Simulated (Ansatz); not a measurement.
in.yaml

```yaml
crystal:
  periodic: [false, false, false]
  atoms:
    - {symbol: C, position_ang: [0.000000, 0.000000, 1.963452]}
    - {symbol: Mg, position_ang: [0.000000, 0.000000, -0.133469]}
    - {symbol: H, position_ang: [0.000000, 0.000000, -1.829984]}
basis:
  gaussian: {orbitals: "6-31++G**"}
magnetization: {spin_polarized: false, initial_magnetization: 1}
correlation: {method: mp2, electrons: outside_noble_gas}
output: {forces: true}
```

```sh
$ ansatz run in.yaml --threads 1 --pin off --events-out ev --progress --plain --max-ram 2393MiB
```

The program prints:

```
398 factors; integrals over basis functions are off by at most 6.4e-4 eV
mean field evaluation 1: about -6470.8267 eV, gradient 9.5e0 eV
mean field evaluation 2: about -6470.8734 eV, gradient 9.6e0 eV
mean field evaluation 4: about -6471.6902 eV, gradient 1.5e0 eV
mean field evaluation 8: about -6471.7166 eV, gradient 2.7e-1 eV
mean field evaluation 16: about -6460.0876 eV, gradient 2.8e1 eV
mean field evaluation 32: about -6469.9234 eV, gradient 2.6e0 eV
mean field evaluation 64: about -6471.3318 eV, gradient 1.5e0 eV
mean field evaluation 96: about -6470.9570 eV, gradient 3.9e-1 eV
mean field evaluation 128: about -6470.9580 eV, gradient 2.3e-2 eV
mean field -6471.71843739 eV, -237.8312658857 hartree, gradient 1.1e-6 eV, S^2 0.750000; 12 other end points of the search recorded, 0 dependent functions left out
unrestricted determinant -6472.63622232 eV, -237.8649938600 hartree, S^2 1.6888
6 core orbitals not correlated: weight in the atoms' cores, before any rotation towards them, 1.000 or more for the frozen orbitals, at most 0.000 for the correlated occupied ones
reference -6471.71843739 eV, -237.8312658857 hartree; 4, 3 occupied and 38, 39 virtual orbitals, 398 factors
second order -2.95405782 eV of doubles, -0.05167064 eV of singles
the calculation of the forces begins
Total energy: -6474.72416585 eV, -237.9417243695 hartree
Atom 0 at     0.000000     0.000000     1.963452 Å, force     0.000000     0.000000     1.231966 eV/Å
Atom 1 at     0.000000     0.000000    -0.133469 Å, force    -0.000000    -0.000000    -1.086532 eV/Å
Atom 2 at     0.000000     0.000000    -1.829984 Å, force    -0.000000    -0.000000    -0.145434 eV/Å
Dipole moment:    -0.000000     0.000000    -0.227063 e Å
```

Forces (eV/Å):
```
C    0.000  0.000  1.232
Mg   0.000  0.000 -1.087
H    0.000  0.000 -0.145
```

Ran on 1 thread of Arm Neoverse V2, shared host: 1.4 s wall, 0.18 GiB peak host memory.
